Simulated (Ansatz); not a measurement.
Computed with Ansatz on PBE0-D4/def2-TZVP structures; ΔE is electronic, products minus reactants. CCSD(T)/CBS adds triple-zeta CCSD(T) − MP2 to the extrapolated MP2 energy (def2 sets, frozen cores). This one scheme is used for every species, atoms too. Functionals use def2-TZVPP. B3LYP here is the variant with VWN-RPA as its local correlation; programs differ in this. No spin–orbit coupling; open shells (•) take unrestricted orbitals. Spin–orbit coupling would lower the free atoms: a little for C. One conformer a species, not always the lowest.

Consider the atomization: `CCCCCC` → 6 C• + 14 H•.

CCSD(T)/CBS gives +7903.1 kJ/mol.

(1) Another level gave +7830.6 kJ/mol. Which?
A. PBE-D4/def2-TZVPP
B. B2PLYP/def2-TZVPP
C. B3LYP/def2-TZVPP
D. SCS-MP2/def2-TZVPP

Largest T1 diagnostic among the species: 0.009.

Results:

(1) B. B2PLYP 7830.6, PBE-D4 8023.5, B3LYP 7850.6, SCS-MP2/def2-TZVPP 7792.1 kJ/mol.

In def2-TZVPP, CCSD(T) changes the Hartree–Fock value by +1712.4 kJ/mol (the triples alone add +83.0 kJ/mol) and MP2 by +1763.6 kJ/mol; breaking electron pairs costs correlation energy, which Hartree–Fock lacks. From PBE to PBE0 (25 % exact exchange), in def2-TZVPP and without D4, ΔE moves by −62.7 kJ/mol: exact exchange takes away binding that semilocal exchange gives to molecules. The D4 term adds +61.4 kJ/mol with B3LYP and +33.0 kJ/mol with PBE0; it sums over pairs of atoms, weighted by their polarisabilities, and B3LYP, whose exchange is more repulsive, gets the larger term.

For atomizations the MP2-based limit and the directly extrapolated one differ by several kJ/mol either way, and by 10 to 25 for some Ge, Se and Sn compounds, so smaller differences from it don't rank the levels.
